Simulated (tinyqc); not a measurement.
ROHF in the sto-3g basis, for LiH, spin multiplicity 3, step by step. One step of it, computed by the program tinyqc.

Task: Iteration 1: building the Fock matrix. J_ij = sum D_kl (ij|kl) with D = D(alpha) + D(beta), K_ij = sum D_kl (ik|jl) for each spin; F = H + J - K(s); E = tr D H + tr D J / 2 - 0.5 sum_s tr D(s) K(s) + E_nn.

D(alpha) at the start:
```
            1Li 1s     1Li 2s   1Li 2px   1Li 2py    1Li 2pz      2H 1s
1Li 1s    1.063335  -0.263637  0.000000  0.000000   0.002912   0.028461
1Li 2s   -0.263637   1.097539  0.000000  0.000000  -0.029351  -0.125936
1Li 2px   0.000000   0.000000  0.000000  0.000000   0.000000   0.000000
1Li 2py   0.000000   0.000000  0.000000  0.000000   0.000000   0.000000
1Li 2pz   0.002912  -0.029351  0.000000  0.000000   0.481825   0.377043
2H 1s     0.028461  -0.125936  0.000000  0.000000   0.377043   0.304727
```

D(beta) at the start:
```
            1Li 1s     1Li 2s   1Li 2px   1Li 2py    1Li 2pz      2H 1s
1Li 1s    1.011274  -0.024733  0.000000  0.000000   0.000308   0.003996
1Li 2s   -0.024733   0.000605  0.000000  0.000000  -0.000008  -0.000098
1Li 2px   0.000000   0.000000  0.000000  0.000000   0.000000   0.000000
1Li 2py   0.000000   0.000000  0.000000  0.000000   0.000000   0.000000
1Li 2pz   0.000308  -0.000008  0.000000  0.000000   0.000000   0.000001
2H 1s     0.003996  -0.000098  0.000000  0.000000   0.000001   0.000016
```

core Hamiltonian H = T + V (hartree):
```
            1Li 1s     1Li 2s    1Li 2px    1Li 2py    1Li 2pz      2H 1s
1Li 1s   -4.621295  -1.036473   0.000000   0.000000  -0.006819  -0.040258
1Li 2s   -1.036473  -1.315216   0.000000   0.000000  -0.074932  -0.294755
1Li 2px   0.000000   0.000000  -1.069998   0.000000   0.000000   0.000000
1Li 2py   0.000000   0.000000   0.000000  -1.069998   0.000000   0.000000
1Li 2pz  -0.006819  -0.074932   0.000000   0.000000  -1.123875  -0.422868
2H 1s    -0.040258  -0.294755   0.000000   0.000000  -0.422868  -1.112165
```

Two-electron integrals (ij|kl) in chemists' order, unique and non-zero (hartree):
```
(11|11) 1.680395   (21|11) 0.265420   (21|21) 0.049941   (22|11) 0.397727
(22|21) 0.092860   (22|22) 0.290562   (31|31) 0.008981   (32|31) 0.013788
(32|32) 0.064184   (33|11) 0.396640   (33|21) 0.092880   (33|22) 0.290497
(33|33) 0.312946   (41|41) 0.008981   (42|41) 0.013788   (42|42) 0.064184
(43|43) 0.016869   (44|11) 0.396640   (44|21) 0.092880   (44|22) 0.290497
(44|33) 0.279207   (44|44) 0.312946   (51|51) 0.008981   (52|51) 0.013788
(52|52) 0.064184   (53|53) 0.016869   (54|54) 0.016869   (55|11) 0.396640
(55|21) 0.092880   (55|22) 0.290497   (55|33) 0.279207   (55|44) 0.279207
(55|55) 0.312946   (61|11) 0.009256   (61|21) 0.001778   (61|22) 0.003456
(61|33) 0.003408   (61|44) 0.003408   (61|51) 0.000257   (61|52) 0.000508
(61|55) 0.003556   (61|61) 0.000072   (62|11) 0.055681   (62|21) 0.013320
(62|22) 0.049050   (62|33) 0.046104   (62|44) 0.046104   (62|51) 0.001959
(62|52) 0.015609   (62|55) 0.054893   (62|61) 0.000595   (62|62) 0.018667
(63|31) 0.000633   (63|32) 0.003811   (63|53) 0.001892   (63|63) 0.000812
(64|41) 0.000633   (64|42) 0.003811   (64|54) 0.001892   (64|64) 0.000812
(65|11) 0.079941   (65|21) 0.019198   (65|22) 0.072036   (65|33) 0.067169
(65|44) 0.067169   (65|51) 0.003009   (65|52) 0.024231   (65|55) 0.081699
(65|61) 0.000869   (65|62) 0.028985   (65|65) 0.045161   (66|11) 0.215188
(66|21) 0.051882   (66|22) 0.208362   (66|33) 0.192241   (66|44) 0.192241
(66|51) 0.006804   (66|52) 0.071415   (66|55) 0.240376   (66|61) 0.002299
(66|62) 0.107442   (66|65) 0.170052   (66|66) 0.774606
```

nuclear repulsion = 0.64560050 hartree

Give: Coulomb J; exchange K(alpha); exchange K(beta); F(alpha); F(beta); total energy of this density.

Result:

Coulomb J (hartree):
```
         1Li 1s  1Li 2s  1Li 2px  1Li 2py  1Li 2pz   2H 1s
1Li 1s   4.0734  0.6956   0.0000   0.0000   0.0031  0.0249
1Li 2s   0.6956  1.3363   0.0000   0.0000   0.0325  0.2372
1Li 2px  0.0000  0.0000   1.3207   0.0000   0.0000  0.0000
1Li 2py  0.0000  0.0000   0.0000   1.3207   0.0000  0.0000
1Li 2pz  0.0031  0.0325   0.0000   0.0000   1.3604  0.3505
2H 1s    0.0249  0.2372   0.0000   0.0000   0.3505  1.0943
```

exchange K(alpha) (hartree):
```
         1Li 1s  1Li 2s  1Li 2px  1Li 2py  1Li 2pz   2H 1s
1Li 1s   1.7063  0.2734   0.0000   0.0000   0.0006  0.0135
1Li 2s   0.2734  0.3598   0.0000   0.0000   0.0181  0.1040
1Li 2px  0.0000  0.0000   0.0816   0.0000   0.0000  0.0000
1Li 2py  0.0000  0.0000   0.0000   0.0816   0.0000  0.0000
1Li 2pz  0.0006  0.0181   0.0000   0.0000   0.2929  0.2009
2H 1s    0.0135  0.1040   0.0000   0.0000   0.2009  0.3777
```

exchange K(beta) (hartree):
```
         1Li 1s  1Li 2s  1Li 2px  1Li 2py  1Li 2pz   2H 1s
1Li 1s   1.6863  0.2576   0.0000   0.0000   0.0004  0.0088
1Li 2s   0.2576  0.0462   0.0000   0.0000   0.0001  0.0016
1Li 2px  0.0000  0.0000   0.0084   0.0000   0.0000  0.0000
1Li 2py  0.0000  0.0000   0.0000   0.0084   0.0000  0.0000
1Li 2pz  0.0004  0.0001   0.0000   0.0000   0.0085  0.0002
2H 1s    0.0088  0.0016   0.0000   0.0000   0.0002  0.0001
```

F(alpha) (hartree):
```
          1Li 1s   1Li 2s  1Li 2px  1Li 2py  1Li 2pz    2H 1s
1Li 1s   -2.2542  -0.6143   0.0000   0.0000  -0.0043  -0.0289
1Li 2s   -0.6143  -0.3388   0.0000   0.0000  -0.0606  -0.1615
1Li 2px   0.0000   0.0000   0.1691   0.0000   0.0000   0.0000
1Li 2py   0.0000   0.0000   0.0000   0.1691   0.0000   0.0000
1Li 2pz  -0.0043  -0.0606   0.0000   0.0000  -0.0565  -0.2733
2H 1s    -0.0289  -0.1615   0.0000   0.0000  -0.2733  -0.3955
```

F(beta) (hartree):
```
          1Li 1s   1Li 2s  1Li 2px  1Li 2py  1Li 2pz    2H 1s
1Li 1s   -2.2342  -0.5985   0.0000   0.0000  -0.0041  -0.0242
1Li 2s   -0.5985  -0.0251   0.0000   0.0000  -0.0426  -0.0592
1Li 2px   0.0000   0.0000   0.2422   0.0000   0.0000   0.0000
1Li 2py   0.0000   0.0000   0.0000   0.2422   0.0000   0.0000
1Li 2pz  -0.0041  -0.0426   0.0000   0.0000   0.2280  -0.0726
2H 1s    -0.0242  -0.0592   0.0000   0.0000  -0.0726  -0.0179
```

total energy of this density = -7.626050 hartree
